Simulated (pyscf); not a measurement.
Single points on ωB97X-D3(BJ)/def2-SVP structures (PySCF, gas phase).

**Question.** For `[CH3][NH]` [doublet] + `[H][H]` → `[CH3][NH2]` + `[H]` [doublet], a hydrogen abstraction (doublet surface; H–H broken, H–N formed), PBE/def2-TZVP gives ΔE‡ = 21.6 kJ/mol and ΔE = +7.5 kJ/mol (zero: the separated reactants). In which direction and how far do r²SCAN/def2-TZVP, M06-2X/def2-TZVP, ωB97M-D3(BJ)/def2-TZVP move these?

**Answer.** r²SCAN: ΔE‡ = 35.9 kJ/mol, ΔE = +26.3 kJ/mol; M06-2X: ΔE‡ = 55.7 kJ/mol, ΔE = +6.1 kJ/mol; ωB97M-D3(BJ): ΔE‡ = 50.0 kJ/mol, ΔE = +8.9 kJ/mol. PBE's barrier lies under all of them, by 14.3 to 34.1 kJ/mol. Its reaction energy lies among theirs. H₃C–NH• lies 30.4 kJ/mol over its isomer •H₂C–NH₂ (electronic energy, ωB97M-D3(BJ)/def2-TZVP). One saddle was located; it need not be the lowest between these sides. The angle at the transferred H is 157°.
